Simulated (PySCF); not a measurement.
Molecule: SMILES C=C([S-])CC, [C4H7S]-.

Geometry (Å), atoms numbered from 1 in this order:
```xyz
12

C     1.854    0.102   -0.557
C     0.869    0.354    0.319
S     0.836    1.714    1.364
C    -0.316   -0.582    0.422
C    -1.568    0.063   -0.167
H     1.841   -0.775   -1.194
H     2.702    0.760   -0.657
H    -0.498   -0.808    1.478
H    -0.102   -1.524   -0.100
H    -2.448   -0.569   -0.026
H    -1.432    0.244   -1.233
H    -1.737    1.020    0.324
```

Total charge -1.

Frames of a GFN2-xTB Langevin trajectory at 200 K; GIAO PBE0/pcSseg-1 shieldings in PySCF, gas phase, non-relativistic; equivalent atoms averaged within each frame.

δ = σ(ref) − σ, references computed at the same level: 13C (σ = 186.93 ppm) and 1H (σ = 31.72 ppm) against TMS; 33S (σ = 503.73 ppm) vs CS2. The references are static minima.

How do the shifts (ppm) fluctuate along the trajectory?

## Answers


| time (fs) | C2 | C1 | C4 | C5 | S3 | H6 | H7 | H8/H9 | H10/H11/H12 |
| --- | --- | --- | --- | --- | --- | --- | --- | --- | --- |
| 250 | 176.8 | 88.3 | 45.5 | 21.4 | 27 | 4.81 | 3.54 | 2.14 | 1.24 |
| 425 | 186.3 | 88.9 | 50.4 | 16.9 | 95 | 4.13 | 4.21 | 3.13 | 0.66 |
| 625 | 191.6 | 94.2 | 46.9 | 26.6 | 59 | 4.35 | 4.66 | 2.33 | 1.41 |
| 800 | 183.0 | 81.9 | 55.3 | 18.5 | 39 | 3.87 | 3.58 | 2.48 | 0.63 |
| 1000 | 184.3 | 91.3 | 43.4 | 24.5 | -21 | 4.37 | 3.63 | 2.03 | 1.70 |
| mean of frames | 184.4 | 88.9 | 48.3 | 21.6 | 40 | 4.31 | 3.92 | 2.42 | 1.13 |
| standard deviation | 5.4 | 4.6 | 4.7 | 4.0 | 43 | 0.35 | 0.49 | 0.43 | 0.47 |

5 frames give an uncertainty of the mean of about the standard deviation over 2.2 at best, since frames this close in time may not be independent; classical motion lacks zero-point vibration, and the reference would need the same averaging.
